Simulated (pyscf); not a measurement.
Four-centre exchange: F–C•(F)–F + HCl → HF + F–C•(F)–Cl

Gas phase, doublet surface, charge 0. Bonds broken: F1–C2, Cl5–H6. Bonds formed: F1–H6, C2–Cl5. Structures and frequencies: ωB97X-D3(BJ)/def2-SVP in PySCF.

Transition state (Å):

```xyz
6

F     -0.3802     0.6480     0.7517
C     -1.5195    -0.5436     0.0043
F     -1.1938    -1.5961     0.6653
F     -2.6361    -0.0673     0.4252
Cl    -0.2498     0.3544    -1.8629
H     -0.0550     0.7993    -0.2166
```

One imaginary mode, 480i cm⁻¹; descent along it reached the two sides named.

```tsv
bond	change	reactant side (Å)	saddle	product side
F1–C2	breaks	1.326	1.810	3.0
Cl5–H6	breaks	1.283	1.716	2.415
F1–H6	forms	2.338	1.033	0.925
C2–Cl5	forms	3.4	2.430	1.744
```

Electronic energies relative to the separated reactants (kcal/mol):

| level | barrier | reaction energy | reverse barrier |
|---|---|---|---|
| ωB97X-D3(BJ)/def2-TZVP | 44.6 | +4.1 | 40.5 |
| PBE/def2-TZVP | 34.4 | +3.1 | 31.2 |
| r²SCAN/def2-TZVP | 38.7 | +4.7 | 34.0 |
| B3LYP-D3(BJ)/def2-TZVP | 39.5 | +3.9 | 35.6 |
| PBE0-D3(BJ)/def2-TZVP | 42.6 | +3.9 | 38.7 |
| M06-2X/def2-TZVP | 45.4 | +4.5 | 40.9 |
| ωB97M-D3(BJ)/def2-TZVP | 42.7 | +4.4 | 38.3 |
| HF/def2-TZVP | 69.5 | +9.9 | 59.6 |

With ωB97M-D3(BJ)/def2-TZVP energies and thermal terms (ideal gas, 1 atm, RRHO with modes under 100 cm⁻¹ raised to 100, one conformer, R ln 2 for rigid chiral ones), in kcal/mol:

```
T (K)   ΔH‡   ΔG‡    ΔH    ΔG
-----  ----  ----  ----  ----
298    42.2  51.2  +5.0  +4.5
600    42.3  60.3  +5.3  +3.8
900    42.6  69.3  +5.5  +2.9
1200   43.0  78.1  +5.5  +2.1
```

This is the saddle that the search found; another between the same sides may lie lower.
